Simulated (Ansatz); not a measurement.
Two isomers of C2H5FS2: A = `CC(F)(S)S`, B = `CC(F)SS`.

Computed with Ansatz on PBE0-D4/def2-TZVP structures; ΔE is electronic, products minus reactants. CCSD(T)/CBS adds triple-zeta CCSD(T) − MP2 to the extrapolated MP2 energy (def2 sets, frozen cores). Functionals use def2-TZVPP. Each species was taken in one conformer, which may not be the lowest.

Q: Which is lower in electronic energy at CCSD(T)/CBS, and by how much? (Best estimate.)

A: The calculation gave: B, by 27.2 kJ/mol.

Q: Give E(B) − E(A) in kJ/mol with HF/def2-TZVPP, PBE-D4, r2SCAN-D4, B2PLYP, CCSD/def2-TZVPP, MP2/def2-TZVPP, CCSD(T)/def2-TZVPP. (Estimate.)

A: Ansatz gave: HF/def2-TZVPP -33.9, PBE-D4 -36.5, r2SCAN-D4 -33.3, B2PLYP -32.2, CCSD/def2-TZVPP -25.1, MP2/def2-TZVPP -23.2, CCSD(T)/def2-TZVPP -24.0. None reverses the order clearly.

Largest T1 diagnostic: 0.012.

In def2-TZVPP, CCSD(T) changes the Hartree–Fock value by +9.9 kJ/mol (the triples alone add +1.1 kJ/mol) and MP2 by +10.7 kJ/mol.
